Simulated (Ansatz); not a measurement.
Relaxation of FH6PSi (9 atoms, charge 0, multiplicity 1), to a largest force component of 0.03 eV/Å in at most 50 steps.

Level of theory: Ansatz, RKS B3LYP-D4/def2-SVP.

```xyz
9
Properties=species:S:1:pos:R:3
Si -0.512 -0.205 -0.216
F 0.225 1.027 2.188
H 0.675 -0.872 0.376
H -0.275 1.241 -0.466
H -0.789 -0.857 -1.533
P -2.251 -0.461 1.129
H -3.252 -0.309 0.124
H -2.233 -1.886 1.083
H -0.625 1.010 2.559
```

**Question.** Where does it end, and by what steps?

**Answer.** It converged. After 7 steps the energy has fallen by 0.111 eV; F2 moved furthest, 0.36 Å.

| step | energy less start (eV) | largest force component (eV/Å) | accepted |
| --- | --- | --- | --- |
| 0 | 0.0000 | 0.866 | yes |
| 1 | -0.0535 | 1.664 | yes |
| 2 | -0.0464 | 1.881 | no |
| 3 | -0.0807 | 1.029 | yes |
| 4 | -0.0966 | 0.921 | yes |
| 5 | -0.1104 | 0.054 | yes |
| 6 | -0.1109 | 0.054 | yes |
| 7 | -0.1110 | 0.029 | yes |

```xyz
9
Properties=species:S:1:pos:R:3
Si -0.460 -0.255 -0.350
F 0.113 1.209 2.473
H 0.751 -0.863 0.258
H -0.259 1.195 -0.605
H -0.775 -0.946 -1.634
P -2.152 -0.453 1.173
H -3.232 -0.165 0.291
H -2.283 -1.870 1.103
H -0.743 0.836 2.536
```

Whether the end is a true minimum wasn't checked by a vibrational analysis.

Run time: 10 s on 2 threads of Arm Neoverse V2, with other jobs on the host, peak memory 0.15 GiB.
